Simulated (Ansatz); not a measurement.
in.yaml

```yaml
crystal:
  periodic: [false, false, false]
  atoms:
    - {symbol: V, position_ang: [0.000000, 0.000000, 0.000000]}
    - {symbol: H, position_ang: [0.977798, 0.980911, 1.015549]}
    - {symbol: H, position_ang: [-0.981781, -0.975570, 1.016851]}
    - {symbol: H, position_ang: [-0.976246, 0.977112, -1.020691]}
    - {symbol: H, position_ang: [0.980228, -0.982453, -1.011708]}
basis:
  gaussian: {orbitals: def2-SVP}
magnetization: {spin_polarized: false, initial_magnetization: 3}
correlation: {method: mp2, electrons: all}
```

```sh
$ ansatz run in.yaml --threads 1 --pin off --events-out ev --progress --plain --max-ram 2393MiB
```

**Question.** Roughly how long does this take on 1 thread of Arm Neoverse V2, shared host, and how much host memory?

**Answer.** 7.5 s wall and 0.18 GiB.

```
554 factors; integrals over basis functions are off by at most 1.1e-3 eV
mean field evaluation 1: about -25708.1794 eV, gradient 1.9e1 eV
mean field evaluation 2: about -25708.2761 eV, gradient 1.9e1 eV
mean field evaluation 4: about -25710.4647 eV, gradient 2.7e0 eV
mean field evaluation 8: about -25710.5401 eV, gradient 3.4e-1 eV
mean field evaluation 16: about -25710.5443 eV, gradient 1.8e-2 eV
mean field evaluation 32: about -25710.7402 eV, gradient 1.5e0 eV
mean field evaluation 64: about -25709.3456 eV, gradient 3.6e-5 eV
mean field evaluation 96: about -25710.7404 eV, gradient 1.5e0 eV
mean field evaluation 128: about -25709.4466 eV, gradient 9.5e-1 eV
mean field evaluation 160: about -25711.1140 eV, gradient 3.7e-4 eV
mean field evaluation 192: about -25710.3368 eV, gradient 4.3e0 eV
mean field evaluation 224: about -25710.0195 eV, gradient 2.1e-2 eV
mean field evaluation 256: about -25710.2186 eV, gradient 1.6e-2 eV
mean field evaluation 288: about -25711.1139 eV, gradient 2.0e-2 eV
mean field -25711.11396072 eV, -944.8660104373 hartree, gradient 2.3e-6 eV, S^2 3.750000; 26 other end points of the search recorded, 0 dependent functions left out
mean field evaluation 320: about -25710.7564 eV, gradient 3.5e0 eV
mean field evaluation 352: about -25711.1758 eV, gradient 2.0e0 eV
mean field evaluation 384: about -25711.3119 eV, gradient 1.0e-1 eV
mean field evaluation 416: about -25706.3858 eV, gradient 1.9e1 eV
mean field evaluation 448: about -25710.5657 eV, gradient 9.0e-1 eV
reference -25711.11396072 eV, -944.8660104373 hartree; 15, 12 occupied and 36, 39 virtual orbitals, 554 factors
second order -7.57453599 eV of doubles, -0.10303532 eV of singles
Total energy: -25718.79153203 eV, -945.1481559790 hartree
```
